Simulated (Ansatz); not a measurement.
Mulliken charges of C$_{2}$H$_{3}$ClS (`C=C(S)Cl`) from r2SCAN/def2-TZVPP in Ansatz (PBE0-D4/def2-TZVP geometry).

```
atom   x (Å)   y (Å)   z (Å)  charge (e)
  C1  -0.697   0.874   0.218      -0.199
  C2  -0.038  -0.219  -0.144       0.079
  S3   1.183  -0.959   0.870      -0.080
 Cl4  -0.434  -1.053  -1.607      -0.093
  H5  -0.407   1.408   1.113       0.094
  H6  -1.531   1.242  -0.364       0.100
  H7   1.984  -1.361  -0.130       0.100
```

Q: By hand: the dipole of these point charges (1 e Å = 4.8032 D).

A: Σ q r = (0.088, 0.104, 0.080) e Å, of length 0.158 e Å = 0.76 D.

Q: How does the dipole of the full density compare? (An estimate is asked.)

A: The calculation gave: (0.064, 0.119, 0.021) e Å, 0.66 D; the point charges give 1.15 times that, at 24° from its direction.

Point charges leave out the atoms' own dipoles, such as those of lone pairs, and Mulliken's split depends on the basis, so the two needn't agree.
